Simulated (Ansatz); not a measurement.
Input for Ansatz (development build ahead of 0.2.0):

```yaml
crystal:
  periodic: [false, false, false]
  atoms:
    - { symbol: C, position_ang: [0.0, 0.0, 0.0] }
    - { symbol: "N", position_ang: [0.0, 0.0, 1.23165] }
basis:
  gaussian: { orbitals: def2-SVP }
total_charge: 1
hamiltonian:
  xc: hf
correlation:
  method: mp2
  frozen_orbitals: { C: 1, "N": 1 }
scf:
  omitted_lower_state_checks: [stability, starts, atomic_configurations, cluster_reference, orbital_swaps, given_window_search, neighbouring_geometries, increment]
```

The input is written out in the form of the current development build from the run's settings.

Output:

```
Converged                                                          : yes
Reference energy                                                   : -91.51628 hartree
Correlation energy                                                 : -0.37008 hartree
Total energy                                                       : -91.88635 hartree
Spin squared of the determinant                                    : 0.000
Occupied orbitals by symmetry in an Abelian subgroup (alpha; beta) : 4 A1 1 B1 1 B2; 4 A1 1 B1 1 B2
```

Messages of the program:
```
mean field -2490.28476388 eV, -91.5162770971 hartree, gradient 5.0e-6 eV, S^2 0.000000; 0 other ends of a descent, 0 dependent functions left out
```

The reference isn't the lowest determinant (another lies 1.09 eV lower), but the same method gives a higher total on the lower determinant. Caution: an unrestricted determinant lies well below.
